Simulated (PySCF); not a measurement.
An unknown is described by computed data only.

Formula: C6H5Cl.

| Item | Value |
| --- | --- |
| Valence photoelectron | vertical ionisation energy: 9.08 eV [ΔSCF PBE0/def2-SVPD] |
| Dipole | 1.78 D [PBE0/def2-SVPD] |
| UV, strongest line | among the 10 lowest singlet transitions: S5 at 6.86 eV (181 nm, f = 0.588) [TDDFT PBE0/def2-SVPD] |
| Triplet | lowest triplet excitation (Tamm–Dancoff): 3.97 eV [TDA PBE0/def2-SVPD] |
| Rotational structure | rotational constants A, B, C: 5.682, 1.575, 1.233 GHz [PBE0-D3(BJ)/def2-SVP] |
| NMR, other nuclei | isotropic shieldings of nuclei other than C and H, by class: 706 (1 Cl) ppm [GIAO PBE0/pcSseg-1] |
| Polarisability | 82.0 au [PBE0/def2-SVPD] |
| 13C NMR | chemical shifts (computed TMS as zero) by class: 146.0 (1 C), 135.0 (2 C), 134.9 (2 C), 131.5 (1 C) ppm [GIAO PBE0/pcSseg-1] |
| UV, first state | lowest singlet excitation: 5.27 eV (235 nm, f = 0.004) [TDDFT PBE0/def2-SVPD] |
| 1H NMR | chemical shifts (computed TMS as zero) by class: 7.43 (2 H), 7.41 (2 H), 7.30 (1 H) ppm [GIAO PBE0/pcSseg-1] |

The electronic properties come from PySCF, for the isolated species, density fitting. Levels stand in brackets. Isolated species at its PBE0-D3(BJ)/def2-SVP geometry, gas phase. Each NMR value is the plain mean over a class of atoms that symmetry, rotation or inversion makes alike.

Task: Propose a structure and show how it fits.

Result: Numbering: `[Cl:1][c:2]1[cH:3][cH:4][cH:5][cH:6][cH:7]1`. Its formula, C6H5Cl, gives 4 degrees of unsaturation: 1 ring and 3 π bonds in the structure found (Kekulé form). 6 carbons fall into 4 classes; from least to most shielded: aromatic C–Cl carbon [C2] (146.0 ppm), aromatic CH carbon [C4/C6] (135.0 ppm, 2 C), aromatic CH carbon [C3/C7] (134.9 ppm, 2 C), aromatic CH carbon [C5] (131.5 ppm). Hydrogen classes from least to most shielded: 2 H on the ortho carbons, C3/C7 (7.43 ppm), 2 H on the meta carbons, C4/C6 (7.41 ppm), 1 H on the para carbon, C5 (7.30 ppm). The other shieldings belong to: 706 ppm, aryl chlorine [Cl1]. The first electron is taken from the HOMO, whose largest Löwdin shares are 0.24 on the aryl chlorine, 0.20 on an aromatic CH carbon and 0.19 on the aromatic C–Cl carbon. The optimised geometry has point group C2v and is an asymmetric top. Structure: `ClC1=CC=CC=C1` (chlorobenzene). Computed isomers that give other values at the same levels: `ClC=C1C=CC=C1` (rotational constant A: 7.088 GHz; this holds for the one conformer computed). The assignments are read from this structure; whether some other isomer fits the data as well wasn't checked.
